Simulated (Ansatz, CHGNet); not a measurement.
Volume per atom of hcp Re: levels of theory against measurement

Reference value: 14.62 Å³/atom (measured, copied from a table, unchecked, extrapolated to 0 K and zero-point effects removed; as tabulated in Lejaeghere et al. (2013), arXiv:1204.2733).

**Question.** Which of these levels comes closest to the reference?
A. LDA (Ansatz, an electronic-structure program)
B. r²SCAN+rVV10 (Ansatz)
C. CHGNet 0.3.0 (CHGNet)
D. rVV10 (Ansatz)

**Answer.** B, r²SCAN+rVV10 (Ansatz)

| level (code) | value (Å³/atom) | error (%) |
|---|---|---|
| CHGNet 0.3.0 (CHGNet) | 15.07 | +3.1 |
| LDA (Ansatz) | 14.33 | -2.0 |
| rVV10 (Ansatz) | 15.29 | +4.6 |
| r²SCAN+rVV10 (Ansatz) | 14.60 | -0.1 |

The best agreement in this table is that of r²SCAN+rVV10 (-0.1 %). rVV10 (+4.6 %) misses by most. Within 4 %: CHGNet 0.3.0, LDA, r²SCAN+rVV10.

Density-functional levels without +SOC have no spin–orbit coupling. Cutoffs and k meshes differ between the levels. Ansatz's density-functional and Hartree–Fock values are scalar-relativistic unless marked +SOC, with PAW data made under PBE.

Machine-learned potentials (CHGNet 0.3.0) are trained on DFT data, which may include these solids.

Differences are worked out from the printed values.
